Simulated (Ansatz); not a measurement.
in.yaml

```yaml
crystal:
  periodic: [false, false, false]
  atoms:
    - {symbol: Ta, position_ang: [0.000000, 0.000000, 0.000000]}
    - {symbol: N, position_ang: [0.000000, 0.000000, 2.115400]}
basis:
  gaussian: {orbitals: def2-SVP}
total_charge: 1
magnetization: {spin_polarized: true, initial_magnetization: 5}
correlation: {method: ccsdt_q, electrons: outside_noble_gas}
```

```sh
$ ansatz run in.yaml --threads 1 --pin off --events-out ev --progress --plain --max-ram 2393MiB
```

(1) Roughly how long does this take on 1 thread of Arm Neoverse V2, shared host, and how much host memory?

```
836 factors; integrals over basis functions are off by at most 2.1e-7 eV
mean field evaluation 1: about -3000.3674 eV, gradient 2.3e1 eV
mean field evaluation 2: about -3000.4686 eV, gradient 2.3e1 eV
mean field evaluation 4: about -3003.7576 eV, gradient 2.4e0 eV
mean field evaluation 8: about -3003.9646 eV, gradient 3.3e-1 eV
mean field evaluation 16: about -3003.9742 eV, gradient 7.4e-6 eV
mean field evaluation 32: about -2991.5395 eV, gradient 3.3e1 eV
mean field evaluation 64: about -3003.9733 eV, gradient 1.0e-1 eV
mean field evaluation 96: about -3002.8995 eV, gradient 2.2e0 eV
mean field evaluation 128: about -3002.9341 eV, gradient 1.2e0 eV
mean field evaluation 160: about -3003.5436 eV, gradient 1.1e0 eV
...
cycle  26  -4.79882929 eV  change   -1.7e-5 eV  update   1.2e-5
cycle  27  -4.79882887 eV  change    4.1e-7 eV  update   8.2e-6
cycle  28  -4.79882655 eV  change    2.3e-6 eV  update   5.8e-6
cycle  29  -4.79883023 eV  change   -3.7e-6 eV  update   4.1e-6
cycle  30  -4.79883029 eV  change   -5.3e-8 eV  update   3.0e-6
cycle  31  -4.79883185 eV  change   -1.6e-6 eV  update   2.2e-6
cycle  32  -4.79883479 eV  change   -2.9e-6 eV  update   1.6e-6
cycle  33  -4.79883622 eV  change   -1.4e-6 eV  update   1.2e-6
cycle  34  -4.79883722 eV  change   -9.9e-7 eV  update   8.7e-7
cycle  35  -4.79883725 eV  change   -3.2e-8 eV  update   5.2e-7
perturbative correction -0.02484815 eV, -0.0009131528 hartree
Total energy: -3008.79783823 eV, -110.5712811187 hartree
```

## Answers

(1) 40 s wall and 0.29 GiB.
